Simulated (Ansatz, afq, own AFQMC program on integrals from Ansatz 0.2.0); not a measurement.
Two steps: Ansatz 0.2.0 writes the Fock matrix and Cholesky factors of the valence space, and afq projects on them the lowest state that overlaps trial and start.

```yaml
crystal:
  periodic: [false, false, false]
  atoms:
    - {symbol: Li, position_ang: [0.000000, 0.000000, 0.000000]}
    - {symbol: Li, position_ang: [0.000000, 0.000000, 3.117600]}
basis:
  gaussian: {orbitals: aug-cc-pVDZ}
total_charge: -1
magnetization: {spin_polarized: true, initial_magnetization: 1}
correlation: {method: ccsd_t, electrons: outside_noble_gas, hamiltonian_folder: ham}
```

```sh
$ ansatz run in.yaml --threads 1 --pin off --events-out ev --progress --plain --max-ram 1843MiB
```

afq runs on the folder ham with

```
--method phaseless --trial cisd --walkers 60 --populations 1 --least-time 40 --time-step 0.005 --steps-per-block 50 --equilibration-blocks 28 --max-blocks 300 --target-error 0.00021 --factor-cut 1e-05 --start spin_pure --seed 823 --release-times 0.24,0.51,0.99,1.62,2.4 --release-step 0.03 --release-every 4 --taylor-order 6
```

Times are imaginary, in 1/Eh. The walk had a cap of 1067 s.

```
orbitals 44  electrons 2 1  factors 323 of 396
reference energy -14.88818578 Eh
CCSD correlation -0.02723823 Eh in 15 cycles, weight of the determinant in the CISD state 0.7434
energy of the start -14.914355 Eh
 block  time / (1/Eh)  mean weight  energy / Eh
     1     0.250  0.9999  -14.914483
     2     0.500  1.0002  -14.914603
     3     0.750  1.0002  -14.914720
     4     1.000  0.9999  -14.914837
     5     1.250  1.0006  -14.915015
     8     2.000  1.0003  -14.915435
    13     3.250  0.9994  -14.915893
    25     6.250  1.0000  -14.916707
    37     9.250  0.9999  -14.917436
    49    12.250  0.9999  -14.916450
    61    15.250  1.0002  -14.915566
    73    18.250  0.9996  -14.916834
    85    21.250  0.9986  -14.915077
    97    24.250  1.0003  -14.916161
   109    27.250  0.9963  -14.915359
   121    30.250  0.9997  -14.915934
   133    33.250  1.0003  -14.915750
   145    36.250  0.9996  -14.915959
   157    39.250  1.0000  -14.918707
   169    42.250  0.9999  -14.915488
   181    45.250  1.0040  -14.917994
   185    46.250  1.0002  -14.916040
blocks merged  error / Eh  count
     1  0.000050  160
     2  0.000063  80
     4  0.000077  40
     8  0.000097  20
    16  0.000089  10
released: time / (1/Eh)  energy / Eh  error  mean overlap
  0.24  -14.916171  0.000103  1.0065
  0.51  -14.916250  0.000103  1.0093
  0.99  -14.916306  0.000090  1.0015
  1.62  -14.916382  0.000127  0.9955
  2.40  -14.916594  0.000092  1.0032
energy -14.916225 +/- 0.000097 Eh
(rows thinned)
```

Estimate how long the walk took on 1 thread of AMD EPYC 7R32 (Zen 2), on a shared host.

2.5 min of wall time.

The run failed at least one of its tests; the cautions name the faults.

Against this walk (error 2.6 meV) on the same determinant: CCSD(T) 2.3 meV higher (within the noise), full CI 15.9 meV lower. The error is statistical and leaves out the bias of the constraint. The determinant has ⟨S²⟩ = 1.31, so the low cluster orders mix in higher spin, while the walk starts as a pure doublet. The released energies are still falling (meV from the phaseless value at times in 1/Eh: 1 ± 3 at 0.24, -1 ± 3 at 0.51, -2.2 ± 2.5 at 0.99, -4 ± 3 at 1.62, -10 ± 3 at 2.40), so they give no level. Full CI is exact here, so the walk's 16 meV above it is the walk's own error: the bias of the constraint with this trial, or a walk that hasn't relaxed. The determinant is a poor start (see the cautions), so the low cluster orders aren't to be relied on, and full CI is the sure value.

Cautions: constraint bias not in the error; error not settled; strong correlation (T1 0.150, weight of the determinant 0.74, largest double 0.13); unrestricted determinant spin contaminated (⟨S²⟩ 1.31 against 0.75); the bias of populations of 60 walkers isn't removed.

A walk keeps the symmetry of its determinant, which the program's search chose and which needn't be the lowest solution, so a lower state of the same spin and another symmetry isn't excluded.
